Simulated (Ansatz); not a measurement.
**Multireference treatment of NH3, singlet**

Calculated in Ansatz's Gaussian-basis code. Basis cc-pVDZ, nonrelativistic, 1 orbital frozen in the corrections. State-specific CASSCF; RHF is the lowest restricted (open-shell) Hartree–Fock solution met. Solutions may break the symmetry of the shape. No proof that the lowest CASSCF solution was found.

Geometry:

```xyz
4

N     0.0000    0.0000    0.1119
H     0.8610    0.0000   -0.2610
H    -0.4305    0.7456   -0.2610
H    -0.4305   -0.7456   -0.2610
```

What do CASSCF and its corrections give against RHF in CAS(8,7), and what are the occupations?

CASSCF -1.807 eV, SC-NEVPT2 -4.646 eV; occupations 2.00, 1.98, 1.98, 1.98, 0.02, 0.02, 0.02.
